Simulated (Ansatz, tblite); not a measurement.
Cost and result up the ladder for S4⁻ (the lowest doublet isomer of a short search) (4 atoms). Total charge -1; doublet. Geometry: PBE-D4/def2-TZVPD.

```xyz
4

S     0.307   -0.394    1.865
S    -1.014   -1.195   -1.128
S     0.794    1.062    0.630
S    -0.087    0.527   -1.368
```

Ansatz on 4 threads of Arm Neoverse V2 on a shared host; xTB runs through tblite on one thread. Times are rough, summed over both states, and most runs start from the orbitals of an earlier one. No level here is sound enough to serve as a yardstick. The other state is a singlet.

The xTB rows come from tblite. The structure comes from a short search, and lower isomers may exist.

Raw xTB energies of ions are shifted by several eV, and xTB has no spin-polarisation term.

```tsv
level	functions	wall time	vertical IE (eV)	remarks
GFN2-xTB	36	0.007 s	7.58	–
GFN1-xTB	36	0.008 s	6.62	–
PBE-D4/def2-TZVPD	184	4.7 s	2.41	HOMO above zero (-1 doublet), restricted singlet, untested (singlet)
PBE0-D4/def2-TZVPD (with forces)	184	9.6 s	2.81	restricted singlet, untested (singlet)
r2SCAN-D4/def2-TZVPD	184	13 s	2.57	restricted singlet, untested (singlet)
```
